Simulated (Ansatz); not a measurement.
Geometry optimisation, RKS B3LYP-D4/def2-SVP (Ansatz).

The input (input.yaml):

```yaml
crystal:
  periodic: [false, false, false]
  atoms:
    - { symbol: C, position_ang: [-0.5269, -0.5424, 1.3067] }
    - { symbol: C, position_ang: [0.3067, 0.2197, 0.3] }
    - { symbol: C, position_ang: [0.8186, -0.6077, -0.8815] }
    - { symbol: O, position_ang: [0.4236, 0.3592, -1.8346] }
    - { symbol: C, position_ang: [-0.3954, 1.0219, -0.8114] }
    - { symbol: H, position_ang: [0.0142, -1.1729, 1.9041] }
    - { symbol: H, position_ang: [-1.0309, 0.22, 1.9727] }
    - { symbol: H, position_ang: [-1.3228, -1.057, 0.7891] }
    - { symbol: H, position_ang: [1.1009, 0.8163, 0.8456] }
    - { symbol: H, position_ang: [1.9428, -0.6949, -0.8884] }
    - { symbol: H, position_ang: [0.385, -1.5923, -0.9962] }
    - { symbol: H, position_ang: [-0.1742, 2.1114, -0.7687] }
    - { symbol: H, position_ang: [-1.5213, 0.8839, -0.9226] }
basis:
  gaussian: { orbitals: def2-SVP }
hamiltonian:
  xc: b3lyp
  dispersion: d4
relax:
  f_tol: 0.02
  max_steps: 50
```

Launched with:

```bash
$ ansatz run input.yaml --threads 2 --pin off --max-ram 3072MiB --backend cpu --events-out ev --progress --plain --runs-dir out
```

Question: Where does it end, and by what steps?

Answer: The run converged. The force dipped under the threshold on the way, but the program's further checks kept it going. After 7 steps the energy has fallen by 0.359 eV; O4 moved furthest, 0.16 Å.

```json
{"step": "0", "energy less start (eV)": "0.0000", "largest force component (eV/Å)": "3.612", "accepted": "yes"}
{"step": "1", "energy less start (eV)": "-0.3265", "largest force component (eV/Å)": "0.928", "accepted": "yes"}
{"step": "2", "energy less start (eV)": "-0.3562", "largest force component (eV/Å)": "0.254", "accepted": "yes"}
{"step": "3", "energy less start (eV)": "-0.3581", "largest force component (eV/Å)": "0.045", "accepted": "yes"}
{"step": "4", "energy less start (eV)": "-0.3587", "largest force component (eV/Å)": "0.033", "accepted": "yes"}
{"step": "5", "energy less start (eV)": "-0.3592", "largest force component (eV/Å)": "0.030", "accepted": "yes"}
{"step": "6", "energy less start (eV)": "-0.3593", "largest force component (eV/Å)": "0.018", "accepted": "yes"}
{"step": "7", "energy less start (eV)": "-0.3594", "largest force component (eV/Å)": "0.014", "accepted": "yes"}
```

```xyz
13
Properties=species:S:1:pos:R:3
C -0.583 -0.507 1.304
C 0.306 0.216 0.307
C 0.877 -0.594 -0.878
O 0.277 0.291 -1.836
C -0.373 1.047 -0.804
H -0.001 -1.212 1.921
H -1.076 0.203 1.988
H -1.371 -1.082 0.790
H 1.087 0.786 0.835
H 1.978 -0.626 -0.968
H 0.488 -1.628 -0.958
H -0.114 2.121 -0.844
H -1.475 0.950 -0.842
```

The run took 36 s on 2 threads of Intel(R) Xeon(R) Platinum 8488C (Sapphire Rapids), on a shared host, peak memory 0.27 GiB.
